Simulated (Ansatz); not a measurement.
# BNH₃ (doublet): wave-function methods side by side at a displaced geometry (v1), cc-pVDZ

One table from this session's results is given with a row withheld; the runs are named, their logs left out.

Method: cc-pVDZ, core rule «outside noble gas», up to 2 orbitals frozen; program: Ansatz 0.2.0, Gaussian basis.

The runs, in order: UHF; CCSD(T) on ROHF; CCSD(T) on UHF; BCCD(T) on ROHF; CISD as a restricted active space (open shells left free, so some higher excitations enter); CCSDT(Q) on ROHF; CCSDT(Q) on UHF.

19 further runs of the same task are left out: 9 that didn't finish, 10 set aside as unsound or not needed. Runs told in other sessions of the task aren't counted.

## The system

The geometry is a PBE0/def2-TZVP stationary point (not a proven minimum) with its atoms shifted at random (size 0.040 Å).

5 atoms, charge 0, spin multiplicity 2.

Atoms are counted from 1 here; the program's logs count them from 0.

Bond lengths: B1–N2 1.341 Å, B1–H3 1.229 Å, B1–H4 1.208 Å, N2–H5 1.069 Å. Angles: N2–B1–H3 116.1°, N2–B1–H4 119.2°, H3–B1–H4 124.6°, B1–N2–H5 162.3°.

The first run:

Input file in.yaml:

```yaml
crystal:
  periodic: [false, false, false]
  atoms:
    - {symbol: B, position_ang: [0.004276, 0.032026, 0.718398]}
    - {symbol: N, position_ang: [0.003443, -0.051993, -0.619788]}
    - {symbol: H, position_ang: [0.051407, 1.165723, 1.189742]}
    - {symbol: H, position_ang: [-0.051370, -0.981367, 1.373154]}
    - {symbol: H, position_ang: [-0.093754, 0.194649, -1.655509]}
basis:
  gaussian: {orbitals: cc-pVDZ}
magnetization: {spin_polarized: true, initial_magnetization: 1}
hamiltonian: {xc: hf}
output: {orbitals: {seedname: orbitals}}
```

The run is started by

```bash
$ ansatz run in.yaml --threads 1 --pin off --events-out ev --progress --plain --max-ram 2393MiB
```

Among the steps run: UHF; CCSD(T) on ROHF; CCSD(T) on UHF; BCCD(T) on ROHF; CISD as a restricted active space (open shells left free, so some higher excitations enter); CCSDT(Q) on ROHF; CCSDT(Q) on UHF.

One of the session's tables, all rows but one given; the rest of the session is left out.

```
   method  from UCCSDT(Q) (meV)
     ROHF               +7523.4
      UHF               +7361.4
     RMP2               +1180.3
     UMP2               +1171.1
     CISD                +799.8
    RCCSD                     ?
    UCCSD                +244.3
 RCCSD(T)                 +44.7
 UCCSD(T)                 +45.6
  BCCD(T)                 +43.2
   RCCSDT                 +15.0
   UCCSDT                 +14.6
RCCSDT(Q)                  +1.7
UCCSDT(Q)                     0
```

Q: Estimate the row for RCCSD from the others.

As computed: from UCCSDT(Q) (meV): +247.2. In the column «from UCCSDT(Q) (meV)» it lies between UCCSD (+244.3) and CISD (+799.8).

Limits of these values: Restricted and unrestricted rows rest on different reference determinants; a gap between their highest levels can come from leftover correlation error, from unlike frozen cores or from another state.
